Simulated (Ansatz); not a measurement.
in.yaml

```yaml
crystal:
  periodic: [false, false, false]
  atoms:
    - {symbol: B, position_ang: [0.000000, -0.796508, -0.346642]}
    - {symbol: B, position_ang: [0.000000, 0.061998, 0.950518]}
    - {symbol: B, position_ang: [0.000000, 0.685766, -0.794078]}
    - {symbol: H, position_ang: [0.000000, 0.522819, 2.040076]}
basis:
  gaussian: {orbitals: 6-31G, fitting: {mean_field: def2-universal-jkfit}}
total_charge: 1
magnetization: {spin_polarized: false, initial_magnetization: 1}
correlation: {method: ccsdt_q_b, electrons: outside_noble_gas}
scf: {lower_state_search: off}
output: {forces: true}
```

```sh
$ ansatz run in.yaml --threads 1 --pin off --events-out ev --progress --plain --max-ram 2393MiB
```

Output:

```
these checks for a lower state are left out or cut short: starts, cluster_reference, orbital_swaps, neighbouring_geometries, increment
243 factors; integrals over basis functions are off by at most 3.6e-2 eV
mean field evaluation 1: about -2013.4152 eV, gradient 1.4e1 eV
mean field evaluation 2: about -2014.2132 eV, gradient 9.1e0 eV
mean field evaluation 4: about -2014.6839 eV, gradient 1.4e0 eV
mean field evaluation 8: about -2014.7274 eV, gradient 2.0e-6 eV
mean field -2014.72741304 eV, -74.0398667979 hartree, gradient 2.0e-6 eV, S^2 0.750000; 0 other end points of the search recorded, 0 dependent functions left out
3 core orbitals not correlated: weight in the atoms' cores, before any rotation towards them, 1.000 or more for the frozen orbitals, at most 0.000 for the correlated occupied ones
reference -2014.72741304 eV, -74.0398667979 hartree; 5, 4 occupied and 21, 22 virtual orbitals, 243 factors
second order -4.08497158 eV of doubles, -0.01783435 eV of singles
cycle   1  -4.44144714 eV  change   -3.4e-1 eV  update   1.2e-1
cycle   2  -4.86246832 eV  change   -4.2e-1 eV  update   7.0e-2
cycle   3  -5.28511412 eV  change   -4.2e-1 eV  update   4.6e-2
cycle   4  -5.27671088 eV  change    8.4e-3 eV  update   2.0e-2
cycle   5  -5.27985188 eV  change   -3.1e-3 eV  update   1.4e-2
cycle   6  -5.30237566 eV  change   -2.3e-2 eV  update   5.7e-3
cycle   7  -5.30126595 eV  change    1.1e-3 eV  update   3.3e-3
cycle   8  -5.29903846 eV  change    2.2e-3 eV  update   1.7e-3
cycle   9  -5.30130881 eV  change   -2.3e-3 eV  update   9.9e-4
cycle  10  -5.30087342 eV  change    4.4e-4 eV  update   6.0e-4
cycle  11  -5.30061193 eV  change    2.6e-4 eV  update   3.7e-4
cycle  12  -5.30068284 eV  change   -7.1e-5 eV  update   1.8e-4
cycle  13  -5.30076519 eV  change   -8.2e-5 eV  update   1.0e-4
cycle  14  -5.30092019 eV  change   -1.5e-4 eV  update   6.2e-5
cycle  15  -5.30095160 eV  change   -3.1e-5 eV  update   4.0e-5
cycle  16  -5.30088976 eV  change    6.2e-5 eV  update   2.7e-5
cycle  17  -5.30089050 eV  change   -7.4e-7 eV  update   1.6e-5
cycle  18  -5.30087992 eV  change    1.1e-5 eV  update   1.1e-5
cycle  19  -5.30088649 eV  change   -6.6e-6 eV  update   5.8e-6
cycle  20  -5.30089396 eV  change   -7.5e-6 eV  update   3.2e-6
cycle  21  -5.30089454 eV  change   -5.8e-7 eV  update   2.0e-6
cycle  22  -5.30089364 eV  change    9.0e-7 eV  update   1.3e-6
cycle  23  -5.30089391 eV  change   -2.7e-7 eV  update   8.3e-7
cycle  24  -5.30089356 eV  change    3.5e-7 eV  update   5.4e-7
cycle  25  -5.30089365 eV  change   -9.2e-8 eV  update   3.8e-7
perturbative correction -0.02695656 eV, -0.0009906354 hartree
the calculation of the forces begins
Total energy: -2020.05526325 eV, -74.2356616820 hartree
Atom 0 at     0.000000    -0.796508    -0.346642 Å, force     0.000000    -3.189189    -2.434901 eV/Å
Atom 1 at     0.000000     0.061998     0.950518 Å, force    -0.000000     2.570196     2.246565 eV/Å
Atom 2 at     0.000000     0.685766    -0.794078 Å, force     0.000000     0.932978    -0.061686 eV/Å
Atom 3 at     0.000000     0.522819     2.040076 Å, force    -0.000000    -0.313984     0.250022 eV/Å
Dipole moment:    -0.000000     0.142965    -0.048434 e Å
Checks for a lower state left out: starts, cluster_reference, orbital_swaps, neighbouring_geometries, increment
```

Forces (eV/Å):
```
B    0.000 -3.189 -2.435
B    0.000  2.570  2.247
B    0.000  0.933 -0.062
H    0.000 -0.314  0.250
```

Ran on 1 thread of Arm Neoverse V2, shared host: 33 s wall, 0.42 GiB peak host memory.
